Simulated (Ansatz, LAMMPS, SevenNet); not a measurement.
# How well does each level of theory give the elastic constant C12 of rutile TiO2?

Reference value: 175 GPa (measured, room temperature, not corrected to a static lattice; as tabulated in Elasticity of TiO2 rutile to 1800 K).

```tsv
level (code)	value (GPa)	cell (Å³/atom)	difference (%)
ionic model cherry1995 (shell model, LAMMPS)	223	11.37	+27
SevenNet-0	169	10.70	-3.4
PBE (Ansatz)	169	10.65	-3.4
r²SCAN (Ansatz)	198	10.40	+13.1
HSE06 (Ansatz)	195	10.30	+11.4
```

Leaving aside ionic model cherry1995 (doubt noted below): The reference is not for a static lattice or low temperature, so close values are not ranked against it.

The reference isn't brought to a static lattice, while the calculations are for one, so the differences are not the levels' errors alone.  Ionic model cherry1995: the cell has another shape than the first-principles one, perhaps another minimum in the same group. Each level is taken at its own relaxed cell. Cutoffs differ between the levels. Ansatz's density-functional and Hartree–Fock values are scalar-relativistic unless marked +SOC, with PAW data made under PBE.

Empirical potentials (ionic model cherry1995) are fitted to chosen data: where that held the value shown, agreement is built in, and what lay outside the fit can be far off. Machine-learned potentials (SevenNet-0) are trained on DFT data: a solid inside that data is no test of them.

Differences are worked out from the printed values.

Ansatz is a program for electronic structure.
